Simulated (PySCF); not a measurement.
SiH4, SMILES [SiH4].

Geometry optimised at B3LYP-D3(BJ)/def2-TZVPD. The isomer is the one that the SMILES or the coordinates give; other isomers of the formula were not compared.

Vertical ionisation energy (IE) and electron affinity (EA) in eV. Rows of orbital energies are one-electron estimates. Where ΔSCF, EOM or ADC give a negative EA the extra electron is unbound and the value depends on the basis.

```
level                                             IE     EA
---------------------------------------------  -----  -----
−ε(HOMO), −ε(LUMO), B3LYP/def2-TZVPD (PySCF)    9.67  -0.14
−ε(HOMO), −ε(LUMO), M06-2X/def2-TZVPD (PySCF)  11.07  -0.64
EOM-CCSD/aug-cc-pVDZ (PySCF)                   12.70  -0.79
ADC(2)/aug-cc-pVDZ (PySCF)                     12.66  -0.81
```

**Question.** Beyond the first one, list the lowest photoelectron lines from ADC(2)/aug-cc-pVDZ (PySCF 2.14.0) with their pole strengths (two spins summed). (The exact figures need the calculation; the answer reports its results.)

**Answer.** 18.76 eV (1.80).
